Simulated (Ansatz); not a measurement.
This script for Ansatz 0.2.0, Python API starts 6 runs on C4H4S, SMILES C#CC1CS1. What input does the engine get in each?

`methods_c4h4s.py`:
```python
# -*- coding: utf-8 -*-
"""One geometry of C4H4S, method by method."""

from pathlib import Path
import warnings

import ansatz as az
import numpy as np

warnings.simplefilter("ignore", az.DeckWarning)

geometry_ang = [
    ("C", (2.193, 0.5041, -0.1009)),
    ("C", (1.0772, 0.1917, 0.2142)),
    ("C", (-0.2532, -0.186, 0.5939)),
    ("C", (-1.3017, -0.2981, -0.4744)),
    ("S", (-1.503, 1.0166, 0.6191)),
    ("H", (3.1813, 0.7888, -0.3789)),
    ("H", (-0.3138, -0.896, 1.4122)),
    ("H", (-1.0502, -0.0255, -1.4921)),
    ("H", (-2.0295, -1.0956, -0.393)),
]
c4h4s = az.Crystal.molecule()
for symbol, xyz in geometry_ang:
    c4h4s = c4h4s.atom(symbol, xyz)

model = c4h4s.calculation().basis(gaussian="cc-pVDZ")

print("functional    E (Ha)        dipole (D)   HOMO (eV)  LUMO (eV)")
for name in ["cam_b3lyp", "hf", "r2scan0", "pbe0", "lda", "lc_wpbe"]:
    report = model.functional(name).forces().orbitals().run(runs_dir="runs").report
    lines = Path(report["orbitals_path"]).read_text().splitlines()
    field_of = lambda key: [line.split("=")[1].strip() for line in lines if line.startswith(key)]
    orbitals = [(27.211386 * float(e), s, float(n)) for e, s, n in zip(field_of("Ene="), field_of("Spin="), field_of("Occup="))]
    homo = max(e for e, _, n in orbitals if n > 0.5)
    lumo = min(e for e, _, n in orbitals if n < 0.5)
    dipole = 4.803205 * np.linalg.norm(report["charge_distribution"]["dipole_moment_e_ang"])
    print(f"{name:10s} {report['free_energy_ev'] / 27.211386246:14.6f} {dipole:9.3f} {homo:11.3f} {lumo:10.3f}")
```

Run 1:
```yaml
crystal:
  periodic: [false, false, false]
  atoms:
    - { symbol: C, position_ang: [2.193, 0.5041, -0.1009] }
    - { symbol: C, position_ang: [1.0772, 0.1917, 0.2142] }
    - { symbol: C, position_ang: [-0.2532, -0.186, 0.5939] }
    - { symbol: C, position_ang: [-1.3017, -0.2981, -0.4744] }
    - { symbol: S, position_ang: [-1.503, 1.0166, 0.6191] }
    - { symbol: H, position_ang: [3.1813, 0.7888, -0.3789] }
    - { symbol: H, position_ang: [-0.3138, -0.896, 1.4122] }
    - { symbol: H, position_ang: [-1.0502, -0.0255, -1.4921] }
    - { symbol: H, position_ang: [-2.0295, -1.0956, -0.393] }
basis:
  gaussian:
    orbitals: cc-pVDZ
hamiltonian:
  xc: cam_b3lyp
output:
  orbitals: {}
  forces: true
```

Run 2, against run 1:
```diff
-  xc: cam_b3lyp
+  xc: hf
```

Run 3, against run 1:
```diff
-  xc: cam_b3lyp
+  xc: r2scan0
```

Run 4, against run 1:
```diff
-  xc: cam_b3lyp
+  xc: pbe0
```

Run 5, against run 1:
```diff
-  xc: cam_b3lyp
+  xc: lda
```

Run 6, against run 1:
```diff
-  xc: cam_b3lyp
+  xc: lc_wpbe
```

```console
$ python methods_c4h4s.py
functional    E (Ha)        dipole (D)   HOMO (eV)  LUMO (eV)
cam_b3lyp     -552.836792     1.351      -7.948      1.365
hf            -551.238644     1.530      -9.544      4.081
r2scan0       -552.784934     1.437      -6.839      0.191
pbe0          -552.600359     1.387      -6.654      0.118
lda           -550.101747     1.325      -5.434     -1.030
lc_wpbe       -552.695413     1.422      -9.420      2.462
```

What to keep in mind:
- Total energies depend on the basis set; only differences at equal settings carry meaning.
- The geometry is a force-field or estimated start, not a minimum of this method, and the basis set is short of its limit. A lower total doesn't mark the better method: functionals have no common bound, and MP2 and coupled cluster aren't variational.
- Levels such as HOMO and LUMO are orbital energies: with these approximate functionals they aren't the ionisation energy and electron affinity, and their gap isn't the fundamental gap.
- For Al to Cl the sets with a tight d function, cc-pV(X+d)Z, are usual.
- It ran for 23 s on 1 thread of Arm Neoverse V1, with other jobs on the host, peak memory 0.27 GiB.

(A comment or docstring line of the script was reworded after the run, the code is as it ran; lines on the test bed's own set-up are left out of the output.)
